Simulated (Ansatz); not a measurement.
Species: C3H4, SMILES `C1=CC1` (charge 0, multiplicity 1), formula C3H4.

### Question
How many basis functions does Ansatz (a quantum-chemistry and plane-wave program) with frozen-core CCSD(T)/cc-pVTZ // B3LYP-D3(BJ)/def2-TZVP use, how many core orbitals are frozen, and how many electrons are correlated?

### Answer
146 basis functions and 3 frozen orbitals, which leaves 16 correlated electrons. Core time is of the order of seconds.
